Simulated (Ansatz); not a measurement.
We consider 2H MoS₂, described by PBE-D4 (PAW; Ansatz, a program for electronic structure).

Run with plane-wave cutoff 500 eV, 12×12×4 k mesh (along the axes of the cell as run), gaussian smearing 0.02 eV, scalar-relativistic PAW data made under PBE.

Computed at the level's own relaxed cell.

Task: Give the computed volume per atom, lattice parameter a and lattice parameter c.

Result: 
- volume per atom: 17.46 Å³/atom
- lattice parameter a: 3.154 Å
- lattice parameter c: 12.163 Å

Measured, for comparison: lattice constant a 3.16 Å, lattice parameter c 12.294 Å (300 K, no zero-point or thermal correction; as tabulated in arXiv:1605.07067). Computed (rounded) less measured: lattice constant a -0.2 %, lattice parameter c -1.1 %. A static lattice is as a rule a little smaller and stiffer than an uncorrected measurement, which narrows the difference in the lattice parameter c and would widen misses of the other sign.

Computed values are for the static lattice.

The result took very roughly 90 core-seconds.
